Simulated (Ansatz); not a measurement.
**How far a parabola holds: energy against volume of rock-salt CaO**

Rock-salt CaO was calculated with PBE in Ansatz (plane waves, PAW). Numerical settings: plane-wave cutoff 520 eV, 12×12×12 k mesh, Fermi–Dirac smearing 0.01 eV, scalar-relativistic PAW data made under PBE. The cell has no free parameter but its volume, all volumes share cutoff and mesh, and the runs aren't spin-polarised. Energies are free energies at the run's smearing, counted from the lowest row; static lattice.

| V (Å³/atom) | E (meV/atom) |
|---|---|
| 13.248 | ? |
| 13.529 | 7.98 |
| 13.811 | 1.92 |
| 14.093 | 0.00 |
| 14.375 | 1.78 |
| 14.657 | 6.90 |

Question: Fit E against V with a parabola, and predict the withheld value at V = 13.248.

Answer: With u = V - 14.1, the rows have u = -0.5710, -0.2890, -0.0070, 0.2750, 0.5570. Least squares gives E = -0.011 - 0.488·u + 23.407·u². Residuals (row less fit): 0.081, -0.165, 0.006, 0.155, -0.079; standard error 0.179 (degrees of freedom: 2). The fitted curve has its minimum at V = 14.1, where E = -0.01. Its curvature is d²E/dV² = 2 × 23.407 meV/Å⁶, so B = V0·d²E/dV² × 0.1602 = 106 GPa. At the withheld row, u = -0.8520, so E = -0.011 - 0.488 × (-0.8520) + 23.407 × (-0.8520)² = 17.396 meV/atom. The calculation gives 18.63 meV/atom, 1.234 meV/atom above the prediction (6.6 % of the range of E in the table). The row lies outside the fitted rows, so this is an extrapolation. From the scatter of the fitted rows alone, a prediction at this place has a standard error of 0.423 meV/atom, so the miss is 2.9 times that.

The residuals are curvature that a parabola lacks, not noise. A solid that stiffens under compression and softens on expansion lies above the parabola at the compressed end and under it at the expanded end, as this row does. A third-order Birch-Murnaghan fit to the whole scan has B0 = 105 GPa. Only scans are tabulated whose curvature falls smoothly with volume, and where the parabola meets the shown rows within 5 % of their range and misses the end by 0.1 meV or more.

Measured, for comparison: bulk modulus 120 GPa (low temperature, extrapolated to 0 K; as tabulated in Chen et al. (2018), doi:10.1103/physrevmaterials.2.073803). Computed less measured: bulk modulus -12 %.

Ansatz is a first-principles code.
